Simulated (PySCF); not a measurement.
**Complex of phosphonium and hydrogen fluoride**

The system is a cluster of phosphonium and hydrogen fluoride, charge +1, singlet.

| part | name | SMILES | atoms | charge | multiplicity |
| --- | --- | --- | --- | --- | --- |
| 1 | phosphonium | [PH4+] | 1–5 | +1 | 1 |
| 2 | hydrogen fluoride | F | 6–7 | 0 | 1 |

```xyz
7

P    -0.1084    0.0454   -0.0743
H    -1.0174   -0.1139    0.9760
H     0.8244   -0.9950   -0.0601
H     0.5461    1.2753    0.0423
H    -0.8060    0.0138   -1.2886
F     1.2537    0.1126    2.3009
H     1.7217    0.1162    3.1009
```
(Å; atoms numbered from 1)

In these coordinates P1···F6 is 2.739 Å. Part 2 is then moved rigidly along that line, all else held; at short range other atoms may come into contact.

The starting structure comes from a short search with a few starts; no frequency run checks that it is a minimum, and another way of binding may lie lower.

Computed with PySCF 2.14.0: CCSD(T)/aug-cc-pVDZ and MP2/aug-cc-pVTZ, aug-cc-pVQZ counterpoise interaction energy, frozen core, gas phase. Geometry: PBE0-D3(BJ)/def2-TZVPD.

Counterpoise energies in kcal/mol, cluster less the parts frozen as they stand in it; small is aug-cc-pVDZ, large aug-cc-pVQZ. Estimated limit: HF in aug-cc-pVQZ, MP2 correlation extrapolated as X⁻³ from aug-cc-pVTZ and aug-cc-pVQZ, and CCSD(T) less MP2 in aug-cc-pVDZ; it isn't the exact limit.

| P1···F6 (Å) | HF large | MP2 large | SCS-MP2 large | CCSD(T) small | CCSD(T) limit est. |
| --- | --- | --- | --- | --- | --- |
| 2.465 | -7.40 | -9.28 | -8.66 | -7.76 | -9.41 |
| 2.602 | -9.10 | -10.44 | -9.95 | -9.37 | -10.55 |
| 2.739 | -9.81 | -10.73 | -10.35 | -9.97 | -10.82 |
| 2.876 | -9.92 | -10.52 | -10.22 | -9.98 | -10.59 |
| 3.013 | -9.70 | -10.05 | -9.82 | -9.65 | -10.10 |
| 3.424 | ? | ? | ? | ? | ? |
| 4.108 | ? | ? | ? | ? | ? |
| 5.478 | -3.64 | -3.40 | -3.40 | -3.37 | -3.39 |

Question: Fill in the withheld rows.

Answer: 
```tsv
P1···F6 (Å)	HF large	MP2 large	SCS-MP2 large	CCSD(T) small	CCSD(T) limit est.
3.424	-8.32	-8.25	-8.13	-8.06	-8.26
4.108	-6.12	-5.85	-5.82	-5.76	-5.85
```

The 8 runs took 14 min in all, one thread each of Arm Neoverse N1 on a shared host, launched as `OMP_NUM_THREADS=1 python cluster_run.py task.json out`.
